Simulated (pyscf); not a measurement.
Optimised with ωB97X-D3(BJ)/def2-SVP in PySCF. MP2 and CC: frozen core, UHF for open shells. ΔMP2 is the change of the MP2 total energy from the triple- to the quadruple-zeta basis.

SMILES: C([CH2][AlH2])C
```xyz
13

C      1.1883     0.3207    -1.1546
C      1.2294     0.4732     0.3661
C      0.1316     1.4135     0.8886
Al    -1.7004     0.7959     0.5451
H      1.3072     1.2970    -1.6540
H      1.9836    -0.3452    -1.5252
H      0.2252    -0.1090    -1.4880
H      2.2288     0.8373     0.6647
H      1.1197    -0.5231     0.8306
H      0.2307     1.5465     1.9846
H      0.2673     2.4292     0.4712
H     -2.9183     1.8192     0.4996
H     -1.9909    -0.7593     0.3615
```
Charge 0, spin multiplicity 1.

**Question.** How much does it cost (ΔH, 298 K, CCSD(T)/def2-TZVPP + ΔMP2(QZVPP)) to split H₃C–CH₂–CH₂–AlH₂ (SMILES CC[CH2][AlH2]) at its C–C bond into •H₂C–CH₃ + •H₂C–AlH₂?

**Answer.** C–C to •H₂C–CH₃ + •H₂C–AlH₂: 79.9 kcal/mol. The radicals are drawn with the spin at the cut bond; how far it spreads was not checked. H₃C–CH₂–CH₂–AlH₂ lies 24.5 kcal/mol over its isomer H₃C–Al(CH₃)–CH₃ (electronic energy, ωB97M-D3(BJ)). •H₂C–AlH₂ lies 14.4 kcal/mol over its isomer [H₃C–AlH]• (electronic energy, ωB97M-D3(BJ)). Other isomers of •H₂C–CH₃ were not searched in full and may lie lower. The CCSD(T) − MP2 part came from Ansatz, without density fitting, on the same reference.
